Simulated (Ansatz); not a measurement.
Compare A (`CC(C)C#N`) with its isomer B (`CC1CC1=N`).

Computed with Ansatz on PBE0-D4/def2-TZVP structures; ΔE is electronic, products minus reactants. CCSD(T)/CBS is the MP2 limit (def2-TZVPP, def2-QZVPP) plus CCSD(T) − MP2 in def2-TZVPP, frozen cores. DFT in def2-TZVPP. B3LYP here is the variant with VWN-RPA as its local correlation; programs differ in this. Each species was taken in one conformer, which may not be the lowest.

(1) Which is lower in electronic energy at CCSD(T)/CBS, and by how much? (Estimate.)

(2) Give E(B) − E(A) in kJ/mol with PBE-D4, PBE0-D4, MP2/def2-TZVPP, CCSD/def2-TZVPP, CCSD(T)/def2-TZVPP, B2PLYP, B3LYP-D4. (An estimate is asked.)

Largest T1 diagnostic: 0.011.

Results:

(1) Computed: A, by 167.2 kJ/mol.

(2) The calculation gave: PBE-D4 130.8, PBE0-D4 134.7, MP2/def2-TZVPP 177.1, CCSD/def2-TZVPP 173.2, CCSD(T)/def2-TZVPP 171.4, B2PLYP 168.0, B3LYP-D4 155.3. None reverses the order clearly.

In def2-TZVPP, CCSD(T) changes the Hartree–Fock value by −16.2 kJ/mol (the triples alone add −1.8 kJ/mol) and MP2 by −10.4 kJ/mol. From PBE to PBE0 (25 % exact exchange), in def2-TZVPP and without D4, E(B) − E(A) moves by +3.8 kJ/mol.
